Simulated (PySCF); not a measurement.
**Structure elucidation problem**

An unknown has the formula C7H5N. Its calculated NMR data are:

$^{1}$H NMR (500 MHz, computed): δ 7.94 (d, 2H), 7.79 (m, 1H), 7.71 (m, 2H).

$^{13}$C{$^{1}$H} NMR (computed): δ 140.6 (CH, 2C), 138.6 (CH), 135.4 (CH, 2C), 125.3 (C), 120.4 (C).

Calculated, not measured (PySCF): shielding tensors at B97-2/pcSseg-2 (GIAO), structure optimised with PBE0-D3(BJ)/def2-TZVP. One averaged value for each set of equivalent atoms, isolated molecule, no relativistic terms, single conformer.

Referencing at the same level of theory: TMS for $^{1}$H (σ = 31.64 ppm), $^{13}$C (σ = 185.38 ppm).

Propose a structure and justify it.

Answers


1. The formula gives 6 degrees of unsaturation (1 ring in the answer).
2. 5 carbon signals for 7 carbons: some carbons are equivalent by symmetry or fast rotation.
3. Carbon types of the structure: 2 × C, 5 × CH, which accounts for all hydrogens.
4. δC 140.6, 138.6, 135.4: aromatic CH.
5. δC 125.3: nitrile carbon; this is the usual window of a C≡N carbon, which has no attached hydrogen.
6. δC 120.4: substituted aromatic carbon.
7. δH 7.94, 7.79, 7.71: hydrogen on an aromatic CH; ring-current deshielding.

Structure: `N#Cc1ccccc1`.

This is the structure that produced the data.

Shifts are as computed. Against solution values, carbons near 30 ppm lie about +3 ppm off and those near 130 ppm about +7 ppm. Of 1211 compounds with measured shifts, 218 miss one by over three times the rms of a fit or turn the order of signals round; such compounds aren't used in these exercises. No couplings were computed; multiplicities are counted from neighbouring protons, with m where these are inequivalent, close in shift, in a saturated or five-membered ring or joined by F or P, and br s for small geminal =CH2 splittings.
